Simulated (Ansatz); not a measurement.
A run for Ansatz (an electronic-structure program): U-B97M-V/def2-TZVPPD on HH2ts, 2S+1 = 2. Files ending in .json are basis or fitting sets from the Basis Set Exchange.

Ansatz 0.2 input:
```yaml
crystal:
  periodic: [false, false, false]
  atoms:
    - {symbol: H, position_ang: [0.00000000, 0.00000000, 0.00000000]}
    - {symbol: H, position_ang: [0.00000000, 0.00000000, 0.92947400]}
    - {symbol: H, position_ang: [0.00000000, 0.00000000, -0.92947400]}
basis:
  gaussian:
    orbitals: def2-TZVPPD.json
hamiltonian:
  xc: {name: B97M-V}
magnetization: {spin_polarized: true, initial_magnetization: 1}
```

It printed:

```
WARN ansatz: RAYON_NUM_THREADS=1 ignored (pool sized by the plan → 1); use --threads N
Functional definition: B97M-V
integrals: 0.01 GiB planned
177 factors; their error is unknown
mean field: 0.11 GiB planned
mean field evaluation 1: about -45.0820 eV, gradient 5.6e0 eV
mean field evaluation 2: about -45.3020 eV, gradient 1.9e0 eV
mean field evaluation 4: about -45.3327 eV, gradient 5.4e-2 eV
mean field evaluation 8: about -45.3310 eV, gradient 8.4e-3 eV
mean field -45.33098669 eV, -1.6658830345 hartree, gradient 7.7e-5 eV, S^2 0.756076; 0 other end points of the search recorded, 0 dependent functions left out
reference -45.33103099 eV, -1.6658846624 hartree; 2, 1 occupied and 49, 50 virtual orbitals, 177 factors
Total energy: -45.33103099 eV, -1.6658846624 hartree
```

Self-consistency was reached.

Cost: very roughly 1.1 core-seconds.
